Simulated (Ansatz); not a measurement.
## A point defect in Cu

Theory: DFT r2SCAN, scalar-relativistic, plane waves, PAW in Ansatz 0.2.0. Settings: 500 eV cutoff, 4×4×4 k-mesh, Gaussian smearing of 0.10 eV, no spin polarisation.

Host crystal, relaxed:

```cif
data_structure
_symmetry_space_group_name_H-M 'P 1'
_symmetry_Int_Tables_number 1
_cell_length_a 2.5291
_cell_length_b 2.5291
_cell_length_c 2.5291
_cell_angle_alpha 60.000
_cell_angle_beta 60.000
_cell_angle_gamma 60.000
_cell_volume 11.44
loop_
_atom_site_label
_atom_site_type_symbol
_atom_site_fract_x
_atom_site_fract_y
_atom_site_fract_z
_atom_site_occupancy
Cu1 Cu 0.00000 0.00000 0.00000 1
```

Supercell of 27 atoms, rows in host cell vectors: 3 0 -3; 0 0 -3; 0 3 -3. Atoms relax at the host's cell from a start displaced at random by 0.06 Å near the defect, so other minima may exist. The cell is small, so energies carry finite-size errors of tenths of an eV. The host is a metal. Atoms are taken from and returned to the elements' standard states.

The defect is an interstitial at (0.500, 0.500, 0.500) of the host cell.

| charge | E_f at the valence band top (eV) | moment (μB) | largest move (Å) | atoms near the site |
| --- | --- | --- | --- | --- |
| 0 | 4.73 | 0.00 | 0.37 | 1 Cu at 2.11 Å, 2 Cu at 2.12 Å, 2 Cu at 2.13 Å, 1 Cu at 2.14 Å |

Task: Which element is it? Judge by the nearest distance in charge 0 and covalent radii.
A. Cu
B. Ti
C. K
D. Ag
E. Tl

Result: A. The nearest neighbour is Cu at 2.11 Å, and the summed covalent radii with Cu are 2.77 Å for Ag, 2.64 Å for Cu, 3.35 Å for K, 2.92 Å for Ti, 2.77 Å for Tl, so Cu fits best. Bonds can miss such sums by a tenth of an ångström or more.

Cost: 2 runs of about 88 core-minutes in all, on Intel Xeon Platinum 8488C (Sapphire Rapids) (shared hosts).